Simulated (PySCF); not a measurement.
CH₃S, SMILES C[S], multiplicity 2. Atoms are numbered in the order given.

```xyz
5

C     -1.0993    -0.0094     0.0000
S      0.6885    -0.0021     0.0000
H     -1.4110     1.0418     0.0000
H     -1.5044    -0.4756    -0.8990
H     -1.5044    -0.4756     0.8990
```
Charge 0, spin multiplicity 2.

The structure is a stationary point at r2SCAN-D4/def2-TZVP. The isomer is the one that the SMILES or the coordinates give; other isomers of the formula were not compared.

These are r2SCAN-D4/def2-TZVP run with PySCF values and carry that method's errors.

Frequencies are harmonic and unscaled.

Computed harmonic wavenumbers and intensities:
```csv
mode,ν (cm⁻¹),IR (km/mol),moving atoms (share of kinetic energy)
1,568,49.4,"H 80 %, C 19 %"
2,727,0.9,"C 56 %, S 30 %, H 15 %"
3,859,1.4,"H 78 %, C 18 %"
4,1319,3.5,"H 88 %, C 12 %"
5,1364,10.5,H 99 %
6,1465,16.4,H 94 %
7,3013,6.4,H 97 %
8,3090,16.7,"H 91 %, C 9 %"
9,3117,3.0,"H 91 %, C 9 %"
```
